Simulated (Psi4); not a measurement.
# TPSS/def2-TZVPD (density fitting, sweep point 4) run of C2HFN+ (SMILES Fc1[cH+]n1)

What is the vertical electron affinity of C2HFN+ at TPSS/def2-TZVPD (density fitting, sweep point 4)? 

The calculation is run with Psi4 1.11.

**1. The molecule**

C2HFN+ has 5 atoms, charge +1, and is taken as a singlet. As SMILES, `Fc1[cH+]n1`. The shape is that of a GFN2-xTB optimisation.

Bond lengths: F1–C2 1.237 Å, C2–C3 1.374 Å, C2–N4 1.339 Å, C3–N4 1.333 Å, C3–H5 1.083 Å. Angles: F1–C2–C3 154.3°, F1–C2–N4 146.9°, C3–C2–N4 58.8°, C2–C3–N4 59.3°, C2–N4–C3 61.9°, C2–C3–H5 155.9°, N4–C3–H5 144.8°.

**2. The energy at TPSS/def2-TZVPD (density fitting, sweep point 4)**

input.in reads:

```
memory 1600 MB

molecule mol {
  1 1
  F      0.28262744    -2.92259373     1.95543190
  C     -0.09562014    -1.16136898     0.46577970
  C      0.18009090     1.27237150    -0.39812750
  N     -1.24113432    -0.38550413    -1.65201748
  H      0.87403613     3.19709535    -0.37106662
  units bohr
  symmetry c1
}

set globals {
  basis def2-TZVPD
  puream true
  scf_type df
  dft_radial_points 99
  dft_spherical_points 590
}

energy('tpss')
```

Command:

```
$ psi4 -n 1 input.in input.out
```

input.out:

```text
[...]
  Running in c1 symmetry.
[...]
  Nuclear repulsion =  102.200524204000004
[...]
  Multiplicity = 1
[...]
  Nalpha       = 14
  Nbeta        = 14
[...]
    Number of basis functions: 160
[...]
   @DF-RKS iter   1:  -230.97149670087128    3.13025e-01   3.30492e-03 ADIIS/DIIS
[...]
   @DF-RKS iter   9:  -231.08938789680687   -9.73137e-09   1.48290e-07 DIIS
[...]
    Orbital Energies [Eh]
    ---------------------
    Doubly Occupied:
       1A    -24.781720     2A    -14.474876     3A    -10.464755
       4A    -10.395477     5A     -1.530321     6A     -1.307538
       7A     -0.894913     8A     -0.882570     9A     -0.801222
      10A     -0.779977    11A     -0.746288    12A     -0.680264
      13A     -0.674007    14A     -0.557748
[...]
  @DF-RKS Final Energy:  -231.08938789680687
   => Energetics <=
    Nuclear Repulsion Energy =            102.2005242040000041
    One-Electron Energy =                -509.2777942676660246
    Two-Electron Energy =                 204.2450768667189323
    DFT Exchange-Correlation Energy =     -28.2571946998598058
    Empirical Dispersion Energy =           0.0000000000000000
    VV10 Nonlocal Energy =                  0.0000000000000000
    Total Energy =                       -231.0893878968068691
[...]
 Multipole Moments:
 ------------------------------------------------------------------------------------
     Multipole            Electronic (a.u.)      Nuclear  (a.u.)        Total (a.u.)
 ------------------------------------------------------------------------------------
 L = 1.  Multiply by 2.5417464519 to convert [e a0] to [Debye]
 Dipole X            :          0.1427265            0.2936069            0.4363334
 Dipole Y            :         -1.7801505            3.0410754            1.2609249
 Dipole Z            :          1.1468173           -1.1565381           -0.0097208
 Magnitude           :                                                    1.3343212
[...]
```

It took 71 s on 1 thread of Intel Xeon Platinum 8175M at 2.50GHz (Skylake/Cascade Lake), shared host; peak memory 1.2 GiB.

**3. Doublet neutral C2HFN**

c2hfn.inp reads:

```
memory 1600 mb

molecule m {
  0 2
  F      0.28262744    -2.92259373     1.95543190
  C     -0.09562014    -1.16136898     0.46577970
  C      0.18009090     1.27237150    -0.39812750
  N     -1.24113432    -0.38550413    -1.65201748
  H      0.87403613     3.19709535    -0.37106662
  units bohr
  symmetry c1
}

set {
  basis                def2-TZVPD
  reference            uks
  puream               true
  scf_type             df
  dft_radial_points    99
  dft_spherical_points 590
  maxiter              150
}

energy("tpss")
print_variables()
```

Command:

```
$ psi4 -i c2hfn.inp -o c2hfn.out -n 1
```

c2hfn.out:

```text
[...]
  Running in c1 symmetry.
[...]
  Nuclear repulsion =  102.200524204000004
[...]
  Multiplicity = 2
[...]
  Nalpha       = 15
  Nbeta        = 14
[...]
    Number of basis functions: 160
[...]
   @DF-UKS iter   1:  -230.99457520977174    2.89947e-01   5.40745e-03 DIIS/ADIIS
[...]
   @DF-UKS iter  11:  -231.34277903569659   -3.14645e-08   2.18023e-07 DIIS
[...]
   @S^2 Observed:                7.654319966E-01
[...]
    Orbital Energies [Eh]
    ---------------------
    Alpha Occupied:
       1A    -24.523592     2A    -14.118703     3A    -10.157423
       4A    -10.043649     5A     -1.277117     6A     -0.981456
       7A     -0.640828     8A     -0.584453     9A     -0.518618
      10A     -0.511226    11A     -0.468132    12A     -0.389244
      13A     -0.382274    14A     -0.258606    15A     -0.116125
    Alpha Virtual:
      16A     -0.067124    17A     -0.014873    18A      0.016191
      19A      0.044793    20A      0.060930    21A      0.067363
      22A      0.076399    23A      0.101961    24A      0.129099
      25A      0.145699    26A      0.147067    27A      0.173134
[...]
  @DF-UKS Final Energy:  -231.34277903569659
   => Energetics <=
    Nuclear Repulsion Energy =            102.2005242040000041
    One-Electron Energy =                -517.7744908941538142
    Two-Electron Energy =                 212.8484828391184749
    DFT Exchange-Correlation Energy =     -28.6172951846612449
    Empirical Dispersion Energy =           0.0000000000000000
    VV10 Nonlocal Energy =                  0.0000000000000000
    Total Energy =                       -231.3427790356965943
[...]
 Multipole Moments:
 ------------------------------------------------------------------------------------
     Multipole            Electronic (a.u.)      Nuclear  (a.u.)        Total (a.u.)
 ------------------------------------------------------------------------------------
 L = 1.  Multiply by 2.5417464519 to convert [e a0] to [Debye]
 Dipole X            :          0.1638319            0.2936069            0.4574388
 Dipole Y            :         -2.9272425            3.0410754            0.1138329
 Dipole Z            :          1.7799704           -1.1565381            0.6234323
 Magnitude           :                                                    0.7815856
[...]
```

Wall time 2.2 min (1 thread of Intel Xeon Platinum 8175M at 2.50GHz (Skylake/Cascade Lake), shared host); peak memory 1.2 GiB.

**4. Outcome**

At TPSS/def2-TZVPD (density fitting, sweep point 4):

| quantity | value |
| --- | --- |
| singlet C2HFN+: total energy | -231.08939 Eh |
| singlet C2HFN+: HOMO energy | -15.18 eV |
| singlet C2HFN+: LUMO energy | -10.67 eV |
| singlet C2HFN+: HOMO–LUMO gap | 4.51 eV |
| doublet neutral C2HFN: total energy | -231.34278 Eh |
| doublet neutral C2HFN: dipole moment | 1.99 D |
| doublet neutral C2HFN: HOMO energy (highest over α and β) | -3.16 eV |
| doublet neutral C2HFN: LUMO energy (lowest over α and β) | -1.83 eV |
| doublet neutral C2HFN: ⟨S²⟩ | 0.765 |
| vertical electron affinity (to the doublet neutral) | 6.895 eV |

At fixed nuclei the extra electron is bound by 6.90 eV (159 kcal/mol).
